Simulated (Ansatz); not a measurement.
Ansatz (an electronic-structure program) input (CCSD(T)/cc-pCVDZ): A basis named .json is the Basis Set Exchange file of that set (core-valence sets with the plain set on hydrogen).

Ansatz 0.2 input:
```yaml
crystal:
  periodic: [false, false, false]
  atoms:
    - {symbol: N, position_ang: [-0.00000000, -0.00000000, -0.43758825]}
    - {symbol: N, position_ang: [0.00000000, 0.00000000, 0.64838676]}
    - {symbol: H, position_ang: [-0.00000000, -0.00000000, -1.47558960]}
basis:
  gaussian:
    orbitals: cc-pCVDZ.json
total_charge: 1
magnetization: {spin_polarized: false}
correlation: {method: ccsd_t, electrons: outside_noble_gas}
```

Output:

```
Functional definition: HF
integrals: 0.01 GiB planned
362 factors; integrals over basis functions are off by at most 1.0e-3 eV
mean field: 0.06 GiB planned
mean field evaluation 1: about -2969.1738 eV, gradient 2.0e1 eV
mean field evaluation 2: about -2969.1741 eV, gradient 2.0e1 eV
mean field evaluation 4: about -2970.0608 eV, gradient 2.3e0 eV
mean field evaluation 8: about -2970.0738 eV, gradient 4.2e-5 eV
mean field evaluation 16: about -2970.0733 eV, gradient 1.1e-1 eV
mean field -2970.07379887 eV, -109.1481989203 hartree, gradient 1.5e-6 eV, S^2 0.000000; 0 other end points of the search recorded, 0 dependent functions left out
2 core orbitals not correlated
reference -2970.07379887 eV, -109.1481989203 hartree; 5, 5 occupied and 34, 34 virtual orbitals, 362 factors
second order -8.57709106 eV of doubles, -0.00000000 eV of singles
coupled cluster: 0.06 GiB planned
cycle   1  -8.31787770 eV  change    2.6e-1 eV  update   7.9e-2
cycle   2  -8.63228842 eV  change   -3.1e-1 eV  update   2.5e-2
cycle   3  -8.71710849 eV  change   -8.5e-2 eV  update   1.2e-2
cycle   4  -8.72095144 eV  change   -3.8e-3 eV  update   3.3e-3
cycle   5  -8.72505182 eV  change   -4.1e-3 eV  update   1.2e-3
cycle   6  -8.72518879 eV  change   -1.4e-4 eV  update   2.0e-4
cycle   7  -8.72520946 eV  change   -2.1e-5 eV  update   3.8e-5
cycle   8  -8.72523259 eV  change   -2.3e-5 eV  update   1.0e-5
cycle   9  -8.72522578 eV  change    6.8e-6 eV  update   2.5e-6
perturbative correction -0.34327454 eV, -0.0126151065 hartree
Total energy: -2979.14229919 eV, -109.4814601599 hartree
```
